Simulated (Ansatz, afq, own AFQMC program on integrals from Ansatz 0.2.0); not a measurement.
# Where AFQMC and coupled cluster stand for CH₃⁺, singlet

```xyz
4

C     0.0299    0.0534   -0.0002
H     1.1231    0.0673   -0.0004
H    -0.5287    0.9931   -0.0030
H    -0.9509   -1.6965    0.0054
```

Basis cc-pVDZ. Only valence electrons are correlated. Ansatz 0.2.0 and our own AFQMC program on the same integrals; the CISD trial comes from CCSD amplitudes, and released means the phaseless constraint is let go. ± is one standard error of the sampling.

Determinant: UHF, the one that the program's search chose, which needn't be the lowest solution. The geometry is a point of a scan.

Full CI on the same integrals is exact in this basis and with this determinant's frozen core.

Cautions: strong correlation (T1 0.116, weight of the determinant 0.73, largest double 0.28); unrestricted determinant spin contaminated (⟨S²⟩ 0.57 against 0.00); the released energies move by 1.5 errors or more from one time to the next, so no released level is given (meV from the phaseless value at times in 1/Eh: -3 ± 3 at 0.24, -10.2 ± 1.9 at 0.51, -14 ± 3 at 0.99, -13.2 ± 2.4 at 1.62, -22 ± 3 at 2.40).

- T1 diagnostic: 0.1162
- weight of the determinant in the CISD state: 0.726
- ⟨S²⟩ of the determinant: 0.570
- size of the correlated space: 6 electrons in 28 orbitals

| level | correlation energy (eV) |
| --- | --- |
| MP2 | -2.4470 |
| CCSD | -3.7062 |
| CCSD(T) | -3.8162 |

**Question.** Estimate where phaseless AFQMC with a CISD trial lies against CCSD(T) on the same integrals.

**Answer.** 1.23 ± 0.11 mEh below CCSD(T).

Reference: full CI, correlation energy -3.864 eV. The cautions show a poor starting determinant, so the rows tell how each method copes with it here, and full CI is the sure value.

| level | E − E(reference) (mEh) | share of correlation (%) |
| --- | --- | --- |
| CCSD(T) | 1.75 | 98.77 |
| CCSDT | 0.30 | 99.79 |
| CCSDT(Q) | 0.04 | 99.97 |
| CCSDTQ | 0.01 | 99.99 |
| ph-AFQMC/HF | 1.37 ± 0.62 | 99.03 |
| ph-AFQMC/CISD | 0.52 ± 0.11 | 99.64 |

CCSDT and higher add their correlation energy to the determinant of the CCSD(T) run, since their own runs factorise the integrals more tightly (a shift of under 2 meV). A walk keeps the symmetry of its determinant, which the program's search chose and which needn't be the lowest solution, so a lower state of the same spin and another symmetry isn't excluded.
